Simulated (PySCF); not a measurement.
Level of theory: B3LYP-D3(BJ)/def2-TZVP // B3LYP-D3(BJ)/def2-SVP in PySCF 2.14.0. All species are isolated molecules in the gas phase. B3LYP has the VWN-RPA correlation part, as in Gaussian. Delta-SCF ions had no search for a lower state. 

Reference species (SMILES): `N` (neutral, multiplicity 1).

```
Quantity                                   Value
--------------------------------------  --------
vertical ionisation energy (Delta-SCF)  11.03 eV
dipole moment                             1.78 D
HOMO                                    -7.45 eV
```

Changed species: `C#N` (free base NCH; the reference has free base NH3).

Q: Predict the effect on the vertical ionisation energy (Delta-SCF), dipole moment and HOMO.

A: the vertical ionisation energy (Delta-SCF) rises by 2.63 eV, to 13.66 eV; the dipole moment increases by 1.26 D, to 3.04 D; the HOMO falls by 2.66 eV, to -10.11 eV.
